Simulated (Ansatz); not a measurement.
# BHOSi: the cost of one run

Method: def2-QZVPP, core rule «outside noble gas», up to 7 orbitals frozen; program: Ansatz 0.2.0, Gaussian basis.

To be run: UHF; ROHF; CCSD(T) on UHF.

2 further runs of the same task are left out: 2 set aside as unsound or not needed.

## 1. The system

The geometry is a PBE0/def2-TZVP stationary point (not a proven minimum) of the parent state, kept for this charge and spin.

4 atoms, charge 0, spin multiplicity 5.

Atoms are counted from 1 here; the program's logs count them from 0.

Bond lengths: B1–O2 1.301 Å, B1–H4 1.196 Å, O2–Si3 1.661 Å. Angles: O2–B1–H4 128.4°, B1–O2–Si3 176.8°.

## 2. UHF

Contents of in.yaml:

```yaml
crystal:
  periodic: [false, false, false]
  atoms:
    - {symbol: B, position_ang: [0.000012, -0.289616, 0.856663]}
    - {symbol: O, position_ang: [-0.000018, -0.171632, -0.439229]}
    - {symbol: Si, position_ang: [0.000003, -0.114843, -2.099559]}
    - {symbol: H, position_ang: [0.000004, 0.576091, 1.682126]}
basis:
  gaussian: {orbitals: "def2-QZVPP.json"}
magnetization: {spin_polarized: true, initial_magnetization: 4}
hamiltonian: {xc: hf}
output: {orbitals: {seedname: orbitals}}
```

On the command line:

```sh
ansatz run in.yaml --threads 1 --pin off --events-out ev --progress --plain --max-ram 2393MiB
```

**Question.** How long does this run take on 1 thread of Arm Neoverse V1, shared host, and how much memory does it need?

About 5.5 s, with a peak of 0.41 GiB.
